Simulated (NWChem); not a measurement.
**Correlation energy of Si (+1)**

```xyz
1

Si     0.0000     0.0000     0.0000
```
Charge +1, spin multiplicity 2.

Program: NWChem.

Basis set: 3-21G. Each correlation energy counts from its own Hartree-Fock reference.

The correlated methods keep 5 core orbitals frozen. No SCF solution was tested for a lower state. Open-shell Hartree-Fock references start from PBE0 orbitals. Coupled-cluster values serve here as a point of comparison, not as the truth.

Q: For the correlation energy, UMP2 gives -18.6 mHa and SCS-UMP2 gives -22.0 mHa. What do CCSD on UHF, CCSD[T] on UHF, CCSD(T) on UHF give?

A: CCSD on UHF: -31.2 mHa; CCSD[T] on UHF: -31.3 mHa; CCSD(T) on UHF: -31.3 mHa.
